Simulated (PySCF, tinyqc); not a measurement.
Inside a calculation. Method: RHF in the sto-3g basis, for H2O, spin multiplicity 1. The lowest restricted solution is unstable here: a spin-polarised one lies 0.0020 hartree lower (PySCF). One step of it, computed by the program tinyqc.

Task: Iteration 1: diagonalisation and new density. Diagonalise F' = X^T F X, C = X C', fill 5 alpha and 5 beta electrons from the bottom; D = 2 C_occ C_occ^T. Each column has its largest component positive (the first on a tie).

Fock matrix F (hartree):
```
             1O 1s      1O 2s     1O 2px     1O 2py     1O 2pz      2H 1s      3H 1s
1O 1s   -24.201610  -5.738584   0.000000   0.000000  -0.021648  -0.598211  -0.598211
1O 2s    -5.738584  -3.230464   0.000000   0.000000   0.134386  -0.609865  -0.609865
1O 2px    0.000000   0.000000  -1.821657   0.000000   0.000000   0.000000   0.000000
1O 2py    0.000000   0.000000   0.000000  -1.823614   0.000000  -0.317754   0.317754
1O 2pz   -0.021648   0.134386   0.000000   0.000000  -1.759855  -0.219775  -0.219775
2H 1s    -0.598211  -0.609865   0.000000  -0.317754  -0.219775  -0.370308  -0.146863
3H 1s    -0.598211  -0.609865   0.000000   0.317754  -0.219775  -0.146863  -0.370308
```

X:
```
                1          2          3         4          5          6         7
1O 1s   -0.421199   0.000000   0.685183  0.000000  -0.603433   0.000000  0.229988
1O 2s    0.921011   0.000000  -0.278114  0.000000  -0.311918   0.000000  0.477991
1O 2px   0.000000   0.000000   0.000000  1.000000   0.000000   0.000000  0.000000
1O 2py   0.000000   0.791901   0.000000  0.000000   0.000000   0.693236  0.000000
1O 2pz   0.413966   0.000000   0.687471  0.000000   0.605802   0.000000  0.226296
2H 1s   -0.561646  -0.680819  -0.231601  0.000000   0.193776   0.403172  0.389073
3H 1s   -0.561646   0.680819  -0.231601  0.000000   0.193776  -0.403172  0.389073
```

Give: F' = X^T F X; orbital energies; coefficients C; D after iteration 1.

Result:

F' = X^T F X (hartree):
```
         1        2         3        4         5        6        7
1  -2.1992   0.0000    3.5780   0.0000   -3.6729   0.0000   1.2039
2   0.0000  -0.6655    0.0000   0.0000    0.0000  -0.7814   0.0000
3   3.5780   0.0000  -10.0213   0.0000    8.9063   0.0000  -5.1311
4   0.0000   0.0000    0.0000  -1.8217    0.0000   0.0000   0.0000
5  -3.6729   0.0000    8.9063   0.0000  -11.6827   0.0000   5.7572
6   0.0000  -0.7814    0.0000   0.0000    0.0000  -1.3043   0.0000
7   1.2039   0.0000   -5.1311   0.0000    5.7572   0.0000  -4.2450
```

orbital energies (hartree): MO1 -24.2016, MO2 -2.0532, MO3 -1.8290, MO4 -1.8217, MO5 -1.6938, MO6 -0.1995, MO7 -0.1407

coefficients C:
```
           MO1      MO2      MO3     MO4      MO5      MO6      MO7
1O 1s   0.9999  -0.2213   0.0000  0.0000  -0.1103   0.0543   0.0000
1O 2s   0.0003   0.9397   0.0000  0.0000   0.4703  -0.3836   0.0000
1O 2px  0.0000   0.0000   0.0000  1.0000   0.0000   0.0000   0.0000
1O 2py  0.0000   0.0000   1.0170  0.0000   0.0000   0.0000  -0.2709
1O 2pz  0.0009  -0.4274   0.0000  0.0000   0.9135  -0.2120   0.0000
2H 1s   0.0002  -0.0231  -0.0449  0.0000  -0.0418   0.7455   0.7900
3H 1s   0.0002  -0.0231   0.0449  0.0000  -0.0418   0.7455  -0.7900
```

D after iteration 1:
```
          1O 1s    1O 2s  1O 2px   1O 2py   1O 2pz    2H 1s    3H 1s
1O 1s    2.1219  -0.5190  0.0000   0.0000  -0.0107   0.0199   0.0199
1O 2s   -0.5190   2.2084  0.0000   0.0000   0.0559  -0.0827  -0.0827
1O 2px   0.0000   0.0000  2.0000   0.0000   0.0000   0.0000   0.0000
1O 2py   0.0000   0.0000  0.0000   2.0686   0.0000  -0.0913   0.0913
1O 2pz  -0.0107   0.0559  0.0000   0.0000   2.0345  -0.0565  -0.0565
2H 1s    0.0199  -0.0827  0.0000  -0.0913  -0.0565   0.0086   0.0005
3H 1s    0.0199  -0.0827  0.0000   0.0913  -0.0565   0.0005   0.0086
```
